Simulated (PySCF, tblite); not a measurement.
**Question.** Write Cartesian coordinates for `C#CP(N)C=C` as optimised with GFN2-xTB.

**Answer.** 
```xyz
12
C4H6NP angstrom
C      2.6509   -0.9409    0.1867
C      1.6240   -0.5757   -0.3217
P      0.1783    0.0163   -1.1903
N      0.0224    1.6037   -0.5914
C     -1.0001   -0.8243   -0.0774
C     -2.0118   -0.2260    0.5289
H      3.5322   -1.2714    0.6561
H      0.2887    1.7345    0.3784
H      0.4528    2.3091   -1.1732
H     -0.8464   -1.8940    0.0061
H     -2.1791    0.8337    0.4234
H     -2.7105   -0.7659    1.1483
```

Orientation and origin are arbitrary. Atoms count from 1 in this order. P3 (three-coordinate phosphorus) is pyramidal (angles 102.2°, 99.0° and 94.2°, sum 295.4°, 0.86 Å off the plane of its three neighbours). N4 (nitrogen bonded to P and 2 H) is pyramidal (angles 115.6°, 114.1° and 110.4°, sum 340.2°, 0.31 Å off the plane of its three neighbours). Of the pairs four or more bonds apart, N4···H11 is among the closest relative to their van der Waals radii: 2.54 Å, 92 % of the sum of Bondi's values. The C–C distances run from 1.203 Å (C1≡C2, drawn triple) to 1.322 Å (C5=C6, drawn double), a spread of 0.119 Å.

Bonds between heavy atoms (Å): C1≡C2 1.203, C2–P3 1.787, P3–N4 1.704, P3–C5 1.826, C5=C6 1.322.

Computed geometry: GFN2-xTB, gas phase.

Point group: C1 (no symmetry element, even within 0.4 Å). Its GFN2-xTB frequencies are all real (lowest 78 cm⁻¹). One conformer, not necessarily the lowest (C2–P3–N4–H -35° and 95°, C2–P3–C5–C6 128°). 3 starts were optimised and ended at 0.00, 0.28 and 0.84 kcal/mol (GFN2-xTB); the lowest of these is shown.
